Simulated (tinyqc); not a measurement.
RKS/BP86 in the sto-3g basis, for H2F+, spin multiplicity 1, step by step (part 2 of 2). Computed by tinyqc, a small Python program that keeps every step (integrals from PySCF). Command: `OMP_NUM_THREADS=1 python tinyqc.py 28149 28150 out.jsonl` (the two numbers bound the seeds that draw the settings). One thread of a shared host (Intel(R) Xeon(R) Processor @ 2.60GHz), about 0.9 s of CPU time with the checks.

Geometry (angstrom):
```
atom         x          y         z
F     0.000000   0.000000  0.000000
H     0.000000   1.138000  0.688000
H     0.000000  -1.138000  0.688000
```

## Iteration 2: diagonalisation and new density

extrapolated F (hartree), lower triangle:
```
             1F 1s      1F 2s     1F 2px     1F 2py     1F 2pz      2H 1s      3H 1s
1F 1s   -24.516593
1F 2s    -6.298931  -2.920489
1F 2px    0.000000   0.000000  -0.587870
1F 2py    0.000000   0.000000   0.000000  -0.650171
1F 2pz   -0.006705  -0.059167   0.000000   0.000000  -0.620867
2H 1s    -0.499557  -0.494061   0.000000  -0.232850  -0.150131  -0.555567
3H 1s    -0.499557  -0.494061   0.000000   0.232850  -0.150131  -0.101922  -0.555567
```

X:
```
                1          2          3         4          5          6         7
1F 1s   -0.515171   0.000000   0.615943  0.000000  -0.568695   0.000000  0.307753
1F 2s    0.897209   0.000000  -0.175518  0.000000  -0.240214   0.000000  0.530522
1F 2px   0.000000   0.000000   0.000000  1.000000   0.000000   0.000000  0.000000
1F 2py   0.000000   0.770519   0.000000  0.000000   0.000000   0.689480  0.000000
1F 2pz   0.267053   0.000000   0.715511  0.000000   0.640439   0.000000  0.172037
2H 1s   -0.484570  -0.634089  -0.292747  0.000000   0.256398   0.418913  0.374958
3H 1s   -0.484570   0.634089  -0.292747  0.000000   0.256398  -0.418913  0.374958
```

Diagonalise F' = X^T F X, C = X C', fill 5 alpha and 5 beta electrons from the bottom; D = 2 C_occ C_occ^T. Each column has its largest component positive (the first on a tie).

F' = X^T F X (hartree), lower triangle:
```
           1          2          3          4          5          6          7
1  -2.976230
2   0.000000  -0.295739
3   4.300459   0.000000  -8.066303
4   0.000000   0.000000   0.000000  -0.587870
5  -4.501719   0.000000   8.251034   0.000000  -9.822051
6   0.000000  -0.051124   0.000000   0.000000   0.000000  -0.737317
7   2.930662   0.000000  -6.036050   0.000000   6.819398   0.000000  -6.078046
```

orbital energies (hartree): MO1 -24.526846, MO2 -1.392924, MO3 -0.743159, MO4 -0.654117, MO5 -0.587870, MO6 -0.368744, MO7 -0.289897

coefficients C:
```
              MO1        MO2        MO3        MO4       MO5        MO6        MO7
1F 1s    0.994510  -0.258024   0.000000   0.051582  0.000000   0.068012   0.000000
1F 2s    0.022590   0.988938   0.000000  -0.242997  0.000000  -0.370661   0.000000
1F 2px   0.000000   0.000000   0.000000   0.000000  1.000000   0.000000   0.000000
1F 2py   0.000000   0.000000   0.772496   0.000000  0.000000   0.000000   0.687263
1F 2pz   0.000914   0.074343   0.000000   0.869897  0.000000  -0.510669   0.000000
2H 1s   -0.002868   0.068137   0.344219   0.262732  0.000000   0.673174  -0.677547
3H 1s   -0.002868   0.068137  -0.344219   0.262732  0.000000   0.673174   0.677547
```

D after iteration 2, lower triangle:
```
            1F 1s      1F 2s    1F 2px     1F 2py    1F 2pz      2H 1s     3H 1s
1F 1s    2.116574
1F 2s   -0.490475   2.075113
1F 2px   0.000000   0.000000  2.000000
1F 2py   0.000000   0.000000  0.000000   1.193501
1F 2pz   0.053195  -0.275682  0.000000   0.000000  1.524498
2H 1s   -0.013762   0.006951  0.000000   0.531816  0.467226   0.384332
3H 1s   -0.013762   0.006951  0.000000  -0.531816  0.467226  -0.089615  0.384332
```

## Iteration 9 (converged): orbitals

converged F (hartree), lower triangle:
```
             1F 1s      1F 2s     1F 2px     1F 2py     1F 2pz      2H 1s      3H 1s
1F 1s   -24.555526
1F 2s    -6.308748  -2.938238
1F 2px    0.000000   0.000000  -0.599355
1F 2py    0.000000   0.000000   0.000000  -0.675774
1F 2pz   -0.012312  -0.078980   0.000000   0.000000  -0.637290
2H 1s    -0.500381  -0.498463   0.000000  -0.237228  -0.154639  -0.607655
3H 1s    -0.500381  -0.498463   0.000000   0.237228  -0.154639  -0.103493  -0.607655
```

As before.

F' = X^T F X (hartree), lower triangle:
```
           1          2          3          4          5          6          7
1  -3.016930
2   0.000000  -0.343005
3   4.285925   0.000000  -8.093602
4   0.000000   0.000000   0.000000  -0.599355
5  -4.503499   0.000000   8.269907   0.000000  -9.843356
6   0.000000  -0.036887   0.000000   0.000000   0.000000  -0.772276
7   2.940989   0.000000  -6.043699   0.000000   6.810819   0.000000  -6.114766
```

orbital energies (hartree): MO1 -24.565806, MO2 -1.412812, MO3 -0.775423, MO4 -0.670125, MO5 -0.599355, MO6 -0.419911, MO7 -0.339859

coefficients C:
```
              MO1        MO2        MO3        MO4       MO5        MO6        MO7
1F 1s    0.994506  -0.257131   0.000000   0.060377  0.000000   0.064099   0.000000
1F 2s    0.022609   0.984928   0.000000  -0.282429  0.000000  -0.352969   0.000000
1F 2px   0.000000   0.000000   0.000000   0.000000  1.000000   0.000000   0.000000
1F 2py   0.000000   0.000000   0.752476   0.000000  0.000000   0.000000   0.709127
1F 2pz   0.001171   0.097489   0.000000   0.843932  0.000000  -0.548912   0.000000
2H 1s   -0.002897   0.070684   0.363502   0.291277  0.000000   0.661056  -0.667401
3H 1s   -0.002897   0.070684  -0.363502   0.291277  0.000000   0.661056   0.667401
```

D after iteration 9, lower triangle:
```
            1F 1s      1F 2s    1F 2px     1F 2py    1F 2pz      2H 1s     3H 1s
1F 1s    2.117608
1F 2s   -0.495644   2.100719
1F 2px   0.000000   0.000000  2.000000
1F 2py   0.000000   0.000000  0.000000   1.132440
1F 2pz   0.054101  -0.284609  0.000000   0.000000  1.443455
2H 1s   -0.006940  -0.025424  0.000000   0.547053  0.505412   0.443962
3H 1s   -0.006940  -0.025424  0.000000  -0.547053  0.505412  -0.084573  0.443962
```

## Convergence

Stop when the energy changes by less than 1e-09 hartree and every element of the error matrix X^T (F D S - S D F) X is below 9e-06.

Course of the cycle:
```
iteration   E (hartree)     change  largest element of the error matrix
1          -98.73918403          -                             5.33e-01
2          -97.32498138   1.41e+00                             1.38e+00
3          -99.15397008  -1.83e+00                             8.82e-02
4          -99.15782603  -3.86e-03                             5.34e-02
5          -99.15421434   3.61e-03                             8.91e-02
6          -99.15981194  -5.60e-03                             3.18e-03
7          -99.15981884  -6.90e-06                             1.98e-04
8          -99.15981887  -2.79e-08                             6.14e-06
9          -99.15981887  -2.63e-11                             9.16e-09
```

PySCF RKS in the same basis, fine grid = -99.14514706 hartree

Converged in 9 iterations. The coarse grid moves the energy by -1.47e-02 hartree.

## Populations, bond orders and dipole

overlap S, lower triangle:
```
           1F 1s     1F 2s    1F 2px     1F 2py    1F 2pz     2H 1s     3H 1s
1F 1s   1.000000
1F 2s   0.237990  1.000000
1F 2px  0.000000  0.000000  1.000000
1F 2py  0.000000  0.000000  0.000000   1.000000
1F 2pz  0.000000  0.000000  0.000000   0.000000  1.000000
2H 1s   0.018651  0.224721  0.000000   0.172922  0.104544  1.000000
3H 1s   0.018651  0.224721  0.000000  -0.172922  0.104544  0.074481  1.000000
```

Mulliken: Z minus the diagonal of D S on the atom; Loewdin: the same with S^(1/2) D S^(1/2); Mayer order: 2 sum_s sum (D(s) S)_ij (D(s) S)_ji over the two atoms.

Charges (e):
```
atom  Mulliken   Loewdin
1F    0.158510  0.208845
2H    0.420745  0.395578
3H    0.420745  0.395578
```

Mayer bond orders:
```
pair     order
2-1   0.813151
3-1   0.813151
3-2   0.009823
```

dipole moment about the origin, x y z (debye): 0.000000  0.000000  3.114707
